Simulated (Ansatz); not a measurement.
# CH₇NSi, SMILES NC[SiH3]: a polarisability from point charges

Run with Ansatz's Python interface.

The script, `ch7nsi.py`:
```python
import ansatz
import numpy as np

config = {
    "basis_set": "def2-SVP",
    "xc": "pbe",
}


def main() -> None:
    geometry_ang = [
        ("N", (-1.2912, 0.5114, -0.5065)),
        ("C", (0.115, 0.5598, -0.3562)),
        ("Si", (0.6791, -0.7565, 0.8159)),
        ("H", (-1.5619, -0.2953, -0.9817)),
        ("H", (-1.6101, 1.3059, -1.1637)),
        ("H", (0.4258, 1.5607, 0.0166)),
        ("H", (0.6149, 0.424, -1.3305)),
        ("H", (0.3312, -2.085, 0.3391)),
        ("H", (0.181, -0.5346, 2.2442)),
        ("H", (2.1992, -0.7414, 0.9257)),
    ]
    molecule = ansatz.Crystal.molecule()
    for symbol, xyz in geometry_ang:
        molecule = molecule.atom(symbol, xyz)

    setup = (
        molecule.calculation()
        .basis(gaussian=config["basis_set"])
        .functional(config["xc"])
        .forces()
    )
    centre = np.mean([site.position_ang for site in molecule.cartesian_sites], axis=0)
    field = 2 * 14.399645 * 3.0 / 25.0 ** 2


    def dipole(axis, sign):
        arm = 25.0 * np.eye(3)[axis]
        pair = [{"charge": sign * 3.0, "position_ang": (centre - arm).tolist()}, {"charge": -sign * 3.0, "position_ang": (centre + arm).tolist()}]
        deck = setup.input().set(ansatz.key.basis.gaussian.point_charges, pair)
        return np.array(ansatz.Session.from_dict(deck).plan().execute().report["charge_distribution"]["dipole_moment_e_ang"])


    print(f"field {field:.4f} V/A")
    alpha = np.array([(dipole(axis, 1) - dipole(axis, -1)) / (2 * field) * 14.399645 for axis in range(3)])
    print("polarisability tensor (A^3)")
    print(np.array2string(alpha, precision=3, suppress_small=True))
    print(f"mean {np.trace(alpha) / 3:.3f} A^3 = {np.trace(alpha) / 3 / 0.14818471:.2f} bohr^3")


if __name__ == "__main__":
    main()
```

```console
$ python ch7nsi.py
field 0.1382 V/A
polarisability tensor (A^3)
[[ 6.853 -0.437  0.615]
 [-0.424  6.585 -0.524]
 [ 0.59  -0.531  6.678]]
mean 6.705 A^3 = 45.25 bohr^3
```

Notes:
- The geometry is a force-field or estimated start, not a minimum of this method, and the basis set is short of its limit. The field of two point charges is only nearly even.
- Without diffuse functions polarisabilities are unreliable, as a rule too low, and they change with the bond lengths of this unrelaxed start.
- Wall time of the script: 12 s on 1 thread of Arm Neoverse V2, on a shared host, peak memory 0.18 GiB.

(Lines on the test bed's own set-up are left out of the output.)
